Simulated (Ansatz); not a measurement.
in.yaml

```yaml
crystal:
  periodic: [false, false, false]
  atoms:
    - {symbol: Al, position_ang: [0.002705, 0.004678, 0.592153]}
    - {symbol: N, position_ang: [0.001872, -0.011465, -1.163272]}
    - {symbol: H, position_ang: [0.049836, 1.455110, 1.258264]}
    - {symbol: H, position_ang: [-0.052941, -1.422233, 1.288067]}
    - {symbol: H, position_ang: [-0.095325, 0.001211, -2.232434]}
basis:
  gaussian: {orbitals: cc-pVDZ}
magnetization: {spin_polarized: true, initial_magnetization: 1}
correlation: {method: mp2, electrons: valence}
accuracy: high
output: {forces: true}
```

```sh
$ ansatz run in.yaml --threads 1 --pin off --events-out ev --progress --plain --max-ram 2393MiB
```

(1) Roughly how long does this take on 1 thread of Arm Neoverse V1, shared host, and how much host memory?

```
996 factors; integrals over basis functions are off by at most 3.5e-9 eV
mean field evaluation 1: about -8106.7204 eV, gradient 2.3e1 eV
mean field evaluation 2: about -8106.7495 eV, gradient 2.3e1 eV
mean field evaluation 4: about -8110.6811 eV, gradient 2.9e0 eV
mean field evaluation 8: about -8110.8636 eV, gradient 1.6e-1 eV
mean field evaluation 16: about -8110.8642 eV, gradient 6.4e-8 eV
mean field evaluation 32: about -8100.3156 eV, gradient 3.1e1 eV
mean field -8110.86423834 eV, -298.0687630177 hartree, gradient 6.4e-8 eV, S^2 0.765864; 5 other end points of the search recorded, 0 dependent functions left out
6 core orbitals not correlated: weight in the atoms' cores, before any rotation towards them, 1.000 or more for the frozen orbitals, at most 0.000 for the correlated occupied ones
reference -8110.86423834 eV, -298.0687630177 hartree; 6, 5 occupied and 35, 36 virtual orbitals, 996 factors
second order -5.54995663 eV of doubles, -0.00000000 eV of singles
the calculation of the forces begins
Total energy: -8116.41419497 eV, -298.2727201619 hartree
Atom 0 at     0.002705     0.004678     0.592153 Å, force    -0.072888     0.100888     0.595798 eV/Å
Atom 1 at     0.001872    -0.011465    -1.163272 Å, force    -0.203675     0.031336    -3.069714 eV/Å
Atom 2 at     0.049836     1.455110     1.258264 Å, force     0.018838    -0.268847     0.002264 eV/Å
Atom 3 at    -0.052941    -1.422233     1.288067 Å, force     0.034069     0.172556     0.039888 eV/Å
Atom 4 at    -0.095325     0.001211    -2.232434 Å, force     0.223655    -0.035934     2.431764 eV/Å
Dipole moment:    -0.027396    -0.000392    -0.202734 e Å
```

Forces (eV/Å):
```
Al  -0.073  0.101  0.596
N   -0.204  0.031 -3.070
H    0.019 -0.269  0.002
H    0.034  0.173  0.040
H    0.224 -0.036  2.432
```

Results:

(1) 2.2 s wall and 0.12 GiB.
